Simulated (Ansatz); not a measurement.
# Rh (model structure, started from the beta-W type, Pm-3n, No. 223, 8 atoms in the cell)

These are PBEsol in Ansatz (plane waves, PAW) values and carry that method's errors.

Settings: plane-wave cutoff 500 eV, 16×16×16 k mesh, Fermi–Dirac smearing 0.1 eV, no spin polarisation, scalar-relativistic PAW data made under PBE.

Cell (relaxed at this level):

```
Rh
1.0
    4.81967     0.00000     0.00000
    0.00000     4.81967     0.00000
    0.00000     0.00000     4.81967
Rh
8
Direct
  0.25000   0.00000   0.50000
  0.75000   0.00000   0.50000
  0.00000   0.50000   0.25000
  0.00000   0.50000   0.75000
  0.50000   0.25000   0.00000
  0.50000   0.75000   0.00000
  0.00000   0.00000   0.00000
  0.50000   0.50000   0.50000
```

```json
{
  "band_gap": "zero (no gap)"
}
```

Note: the relaxation could raise the start's symmetry but not lower it, so the cell can be a saddle point.

Spin–orbit coupling is not included.

The result took about 6 core-minutes (a rough figure).

A model structure was made by putting elements into a prototype or built by hand; it is no filed structure, need not be a known phase, and can be a saddle point held by its symmetry.

Ansatz is a program for electronic structure.
